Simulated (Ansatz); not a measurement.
A run of Ansatz (development build ahead of 0.2.0) on doublet NO at this shape:

```xyz
2

N     0.0000    0.0000    0.6043
O     0.0000    0.0000   -0.6043
```

Its results:

| Item | Value |
| --- | --- |
| Converged | yes |
| Reference energy | -129.23895 hartree |
| CCSD correlation energy | -0.34293 hartree |
| Triples correction | -0.01349 hartree |
| Total energy | -129.59537 hartree |
| Spin squared of the determinant | 0.750 |

(1) Which input gives this output? Name the method, the orbitals and the basis set, and write the input.

Answers

(1) ROHF-CCSD(T) in cc-pVDZ.

```yaml
crystal:
  periodic: [false, false, false]
  atoms:
    - { symbol: "N", position_ang: [0.0, 0.0, 0.60428] }
    - { symbol: O, position_ang: [0.0, 0.0, -0.60428] }
basis:
  gaussian: { orbitals: cc-pVDZ }
magnetization:
  initial_magnetization: 1
hamiltonian:
  xc: hf
correlation:
  method: ccsd_t
  frozen_orbitals: { "N": 1, O: 1 }
```
